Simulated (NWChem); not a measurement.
## Na2 in NWChem

```xyz
2

Na     0.0000     0.0000     1.5547
Na     0.0000     0.0000    -1.5547
```
Charge 0, spin multiplicity 1.

Program: NWChem. Structure: optimised with PBE/def2-SVP, a minimum by its harmonic frequencies.

Symmetry labels belong to the abelian group D2h used in the runs, with the axes of the coordinates shown; states degenerate in a higher group split over its labels.

The structure started from a generated list of species.

**Question.** List the lowest 6 singlet excitations that TD-LDA (SVWN5)/aug-cc-pVDZ gives, with oscillator strengths.

**Answer.** 
| state | symmetry | energy (eV) | wavelength (nm) | f |
|---|---|---|---|---|
| 1 | b1u | 2.08 | 596 | 0.641 |
| 2 | b2u | 2.67 | 465 | 0.537 |
| 3 | b3u | 2.67 | 465 | 0.537 |
| 4 | ag | 2.90 | 428 | 0.000 |
| 5 | b3g | 3.10 | 400 | 0.000 |
| 6 | b2g | 3.10 | 400 | 0.000 |
